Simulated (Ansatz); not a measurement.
**BClH4Si (SMILES [SiH3]BCl): one structure at several levels**

One table from this session's results is given with a row withheld; the runs are named, their logs left out.

Method: single points in def2-TZVPP; program: Ansatz 0.2.0, Gaussian basis.

Cores are frozen in the correlated methods.

## Starting geometry

SMILES `[SiH3]BCl`, 7 atoms, charge 0, spin multiplicity 1.

Atoms are counted from 1 here; the program's logs count them from 0.

Bond lengths: Si1–B2 1.946 Å, Si1–H4 1.375 Å, Si1–H5 1.452 Å, Si1–H6 1.681 Å, B2–Cl3 1.760 Å, B2–H7 1.122 Å. Angles: B2–Si1–H4 119.2°, B2–Si1–H5 116.8°, B2–Si1–H6 113.5°, H4–Si1–H5 112.2°, H4–Si1–H6 98.5°, H5–Si1–H6 91.5°, Si1–B2–Cl3 115.6°, Si1–B2–H7 112.1°, Cl3–B2–H7 123.7°.

Coordinates:

```mol
BClH4Si
  3D, bonds by distance, orders not assigned

  7  6  0  0  0  0  0  0  0  0999 V2000
   -0.6214    0.3334   -0.2748 Si  0  0
    0.7726   -0.6886    0.6195 B   0  0
    1.7134   -1.7580   -0.4144 Cl  0  0
   -1.8707   -0.2207   -0.4219 H   0  0
   -0.2232    1.1032   -1.4399 H   0  0
   -1.0653    1.7293    0.5507 H   0  0
    1.1987   -0.1411    1.5009 H   0  0
  1  2  8  0
  1  4  8  0
  1  5  8  0
  1  6  8  0
  2  3  8  0
  2  7  8  0
M  END
```

Set-up of the first run:

Contents of run/in.yaml:

```yaml
crystal:
  periodic: [false, false, false]
  atoms:
    - {symbol: Si, position_ang: [-0.621400, 0.333400, -0.274800]}
    - {symbol: B, position_ang: [0.772600, -0.688600, 0.619500]}
    - {symbol: Cl, position_ang: [1.713400, -1.758000, -0.414400]}
    - {symbol: H, position_ang: [-1.870700, -0.220700, -0.421900]}
    - {symbol: H, position_ang: [-0.223200, 1.103200, -1.439900]}
    - {symbol: H, position_ang: [-1.065300, 1.729300, 0.550700]}
    - {symbol: H, position_ang: [1.198700, -0.141100, 1.500900]}
basis:
  gaussian: {orbitals: def2-TZVPP}
correlation: {method: ccsd_t}
output: {forces: true}
```

No record of the launch command was kept for these runs.

Among the steps run: CCSD(T)/def2-TZVPP; PBE0-D4/def2-TZVPP; wB97M-V/def2-TZVPP; r2SCAN-D4/def2-TZVPP; PBE-D4/def2-TZVPP; r2SCANh-D4/def2-TZVPP; HSE06-D4/def2-TZVPP.

One of the session's tables, all rows but one given; the rest of the session is left out.

| method | RMS force component (eV/Å) | angle to CCSD(T) forces (°) | dipole (D) |
| --- | --- | --- | --- |
| CCSD(T) | 1.404 | reference | 1.12 |
| PBE0-D4 | 1.402 | 4.2 | 1.02 |
| wB97M-V | 1.375 | 2.4 | 1.13 |
| r2SCAN-D4 | 1.383 | 3.5 | 1.03 |
| PBE-D4 | 1.368 | 7.6 | 1.04 |
| r2SCANh-D4 | 1.392 | 2.9 | 1.03 |
| HSE06-D4 | ? | ? | ? |

Q: Estimate the row for HSE06-D4 from the others.

**Answer.** RMS force component (eV/Å): 1.401; angle to CCSD(T) forces (°): 4.2; dipole (D): 1.02. In the column «RMS force component (eV/Å)» it lies between r2SCANh-D4 (1.392) and PBE0-D4 (1.402).
